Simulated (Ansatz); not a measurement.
PH$_{2}$, doublet in aug-cc-pVTZ: errors against UCCSDT(Q)

Geometry: that of the PH2⁻, singlet, kept fixed.

```xyz
3

P     0.0000   -0.0612    0.0000
H     0.0000    0.9398   -1.0301
H     0.0000    0.9398    1.0301
```

Basis aug-cc-pVTZ; Ansatz 0.2.0. Only valence electrons are correlated (noble-gas cores frozen), which leaves 7 electrons in 91 orbitals. R marks a restricted (for open shells ROHF) determinant, U an unrestricted one. Active spaces: valence = (7e, 6o) chosen from the atoms' valence shells.

Full CI isn't at hand for all of this; UCCSDT(Q) serves as the reference, and is uncertain by about the last step of the cluster series. The frozen core follows each run's orbitals, which can shift R against U totals by a few meV.

- UHF ⟨S²⟩: 0.770
- T1 diagnostic (RCCSD): 0.0197
- largest doubles amplitude (RCCSD): 0.036
- T1 diagnostic (UCCSD): 0.0161

```csv
level,E − E(UCCSDT(Q)) (meV),share of correlation (%),wall time
RHF,4882,0.00,–
UHF,4731,3.09,–
RMP2,893,81.72,–
UMP2,922,81.12,–
RCCSD,200,95.91,–
UCCSD,194,96.02,–
RCCSD(T),32,99.35,9 s (H100)
UCCSD(T),32,99.35,11 s (H100)
BCCD(T),32,99.35,10 s (H100)
RCCSDT,7,99.86,–
UCCSDT,6,99.88,–
RCCSDT(Q),1,99.98,8.5 s (H100)
CASSCF (valence space),3909,19.93,–
NEVPT2 (valence space),940,80.74,8 s (H100)
MRCISD (valence space),274,94.39,–
MRCISD+Q (valence space),25,99.48,5.5 s (H100)
```

The correlation energy at UCCSDT(Q), counted from RHF, is -4.882 eV. That run took 13 s on 2 threads of AMD EPYC 7R13 with a shared H100 80 GB, shared host.

Times hold each run's SCF and search for its determinant on a shared host, so for small cases they say little of a method's own cost.

Natural occupations of CASSCF (valence space) about the gap: 1.993 1.976 1.971 1.000 0.033 0.026; effectively unpaired electrons, Σ n²(2−n)², 1.01.
